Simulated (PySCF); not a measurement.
C₂H₆OS.
Atom-mapped SMILES: `[CH3:1][S:2]([CH3:3])=[O:4]` (hydrogens: H5, H6, H7 on C1; H8, H9, H10 on C3)

Computed by this run: PBE0-D3(BJ)/def2-SVP geometry optimisation, gas phase in PySCF 2.14.0; density fitting, grid level 1; the optimiser is geomeTRIC in internal coordinates, started from a GFN2-xTB structure with every atom displaced at random (about 0.01 Å).

Step 1: E = -15037.6809 eV
```
atom  x, y, z in Å  |  force x, y, z in eV/Å
C1     -0.1674    1.3747   -0.0823   -0.963   0.438  -0.154
S2     -0.9644   -0.2358    0.0242   -0.290  -0.877   0.363
C3      0.4731   -1.3329   -0.2768    0.755   2.298   0.324
O4     -1.2571   -0.4997    1.4836   -0.038   0.319  -0.354
H5     -1.0026    2.0795    0.1725    0.689  -0.345  -0.051
H6      0.1460    1.5675   -1.1144    0.128   0.025  -0.117
H7      0.6500    1.4624    0.6289    0.302   0.018   0.309
H8      1.1404   -1.0147    0.5733   -0.314  -0.762  -0.629
H9      0.0935   -2.3316   -0.1967   -0.157  -0.880   0.156
H10     0.9504   -1.1164   -1.2511   -0.114  -0.234   0.152
```

Step 2: E = -15037.7967 eV
```
atom  x, y, z in Å  |  force x, y, z in eV/Å
C1     -0.1849    1.3515   -0.0876   -0.138   0.190  -0.114
S2     -1.0036   -0.2561    0.0332    0.196  -0.255   0.340
C3      0.4804   -1.2790   -0.2715   -0.148   0.222   0.101
O4     -1.3095   -0.4581    1.4954   -0.017   0.053  -0.308
H5     -0.9630    2.0838    0.1723    0.074   0.029   0.038
H6      0.1530    1.5347   -1.1184    0.052  -0.011   0.021
H7      0.6410    1.4122    0.6368   -0.032  -0.067  -0.017
H8      1.1798   -1.0351    0.5430   -0.014  -0.130  -0.021
H9      0.1339   -2.3187   -0.1884    0.124   0.015  -0.016
H10     0.9347   -1.0822   -1.2538   -0.098  -0.046  -0.025
```

**Question.** Estimate the geometry and energy of step 3. (The exact step hangs on the optimiser's Hessian estimate; all steps are aligned on step 2, rigid shifts and turns removed.)

**Answer.** E = -15037.8074 eV, largest force 0.133 eV/Å
```
atom  x, y, z in Å  |  force x, y, z in eV/Å
C1     -0.1929    1.3558   -0.0918    0.068   0.012  -0.021
S2     -1.0013   -0.2628    0.0398   -0.023  -0.088   0.082
C3      0.4816   -1.2727   -0.2650   -0.102   0.011   0.035
O4     -1.3301   -0.4527    1.4945    0.038   0.027  -0.124
H5     -0.9543    2.1006    0.1712   -0.048   0.011   0.021
H6      0.1621    1.5339   -1.1179    0.011  -0.023   0.021
H7      0.6295    1.3996    0.6374    0.000  -0.006  -0.014
H8      1.1978   -1.0502    0.5359    0.073   0.014   0.053
H9      0.1581   -2.3203   -0.1856    0.011   0.035  -0.017
H10     0.9111   -1.0782   -1.2574   -0.028   0.006  -0.036
```

The energy changes by -0.0107 eV. The first-order estimate −F·Δx gives -0.0194 eV and the mean of the old and new forces, exact on a quadratic surface, -0.0107 eV. The step makes an angle of 62° with the force vector and moves no atom by more than 0.025 Å.

What follows is the cost of the whole optimisation. On one thread, Arm Neoverse N1 (aarch64), no GPU, on a shared host, this took 23 s wall and 0.39 GiB of memory at its peak.
